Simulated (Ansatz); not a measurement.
Zinc-blende CuCl: PBE at its full settings (plane-wave cutoff 520 eV, 12×12×12 k mesh, Fermi–Dirac smearing 0.01 eV, no spin polarisation, scalar-relativistic PAW data made under PBE) and at cheaper ones, in a cell of 2 atoms with Γ-centred meshes.

```
level and setting                              lattice parameter a (Å)  bulk modulus (GPa)
---------------------------------------------  -----------------------  ------------------
PBE (Ansatz)                                                     5.424                48.7
PBE (2×2×2 k mesh) (Ansatz)                                      5.536                40.6
PBE (4×4×4 k mesh) (Ansatz)                                      5.428                48.5
PBE (6×6×6 k mesh) (Ansatz)                                      5.424                48.7
PBE (Fermi-Dirac smearing of 0.3 eV) (Ansatz)                    5.436                46.3
```

Largest shifts from the full settings: lattice constant a +2.06 % (PBE (2×2×2 k mesh)), against a difference of +0.28 % of the full result from the reference 5.409 Å (measured, low temperature, extrapolated to low temperature; as tabulated in arXiv:1206.3780); bulk modulus -16.6 % (PBE (2×2×2 k mesh)), against a difference of +28 % of the full result from the reference 38.1 GPa (measured, temperature not stated, not corrected to a static lattice; as tabulated in Gopakumar et al. (2017), arXiv:1612.07068).

The full settings aren't shown to be converged themselves.

Ansatz's density-functional and Hartree–Fock values are scalar-relativistic unless marked +SOC, with PAW data made under PBE.

Run with cheap settings on purpose, which may leave them unconverged: PBE (2×2×2 k mesh), PBE (4×4×4 k mesh), PBE (6×6×6 k mesh), PBE (Fermi-Dirac smearing of 0.3 eV).

Ansatz is a quantum-chemistry and plane-wave program.
